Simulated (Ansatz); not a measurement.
The first iterations of a band of CH$_{4}$NO (7 atoms, charge 1, multiplicity 1).

These are results of RKS B3LYP-D4/def2-SVP in Ansatz, not measurements.

```
movable images  : 9
climbing image  : yes
spring          : 5.0 eV/Å²
optimiser       : quadratic models (default)
start path      : IDPP
force threshold : 0.03 eV/Å
iteration limit : 60
end points      : relaxed
```

First end point:

```xyz
7
Properties=species:S:1:pos:R:3
N -0.801 0.089 -0.323
C 0.311 0.341 0.302
O 1.328 -0.434 0.401
H -0.988 -0.786 -0.819
H -1.545 0.789 -0.334
H 0.430 1.308 0.809
H 1.266 -1.306 -0.036
```

Last end point:

```xyz
7
Properties=species:S:1:pos:R:3
N -0.926 0.127 -0.362
C 0.247 0.163 0.189
O 1.037 -0.844 0.076
H -1.237 -0.695 -0.889
H -1.566 0.918 -0.282
H 0.547 1.062 0.747
H 1.898 -0.731 0.521
```

| iteration | highest image above the first end (eV) | largest band force component (eV/Å) |
| --- | --- | --- |
| 1 | 0.866 | 1.338 |
| 2 | 0.780 | 0.729 |

Problem. Does the band converge within its limit, and where does its top end?

Solution. The forces met the threshold. It ended after 7 iterations with the highest image 0.762 eV above the first end. A vibrational analysis at the climbing image gives 2 clearly imaginary modes (1032i, 678i cm⁻¹): a point of higher order, so a lower path passes nearby. Limits of this set-up: the dipole of an ion depends on the origin.

Time of the run: 78 s on 1 CPU thread of a shared host.
